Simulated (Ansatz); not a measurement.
A made-up structure of CH₂LiS, doublet:

Li1  (-1.413, 0.334, -0.086)
S2  (-0.494, -0.976, 1.369)
C3  (0.282, 0.164, -0.278)
H4  (0.677, -0.477, -1.065)
H5  (0.948, 0.955, 0.059)
(Å)

It is relaxed with PBE-D4/def2-SVP and then PBE0-D4/def2-TZVP (Ansatz 0.2.0). Atoms count as bonded within 1.22 times the sum of their covalent radii (H–H: 0.88 Å). The end point is not checked to be a true minimum.

(1) Does its bonding change? (Judge from chemistry; the calculation decides.)

## Answers

(1) Computed: No: no bond forms or breaks.

Where it ends: The first stage lowers the energy by 1.66 eV in 7 steps. It ends as CH₂LiS ([Li]1[CH2][S]1):
```tsv
atom	x (Å)	y (Å)	z (Å)
Li1	-1.7120	0.3745	-0.0651
S2	-0.3724	-0.8219	1.1406
C3	0.4079	0.0242	-0.1294
H4	0.7023	-0.5049	-1.0339
H5	0.9742	0.9281	0.0879
```

Labels in which every atom is bracketed show which atoms are joined, not bond orders.

For scale, one of the runs: PBE0-D4/def2-TZVP relaxation, 94 basis functions, launched by `ansatz run in.yaml --threads 2 --pin off --events-out ev --progress --plain --max-ram 4352MiB`. Hardware: 2 CPU threads of an Arm Neoverse V1, shared host. Wall time about 13 s.
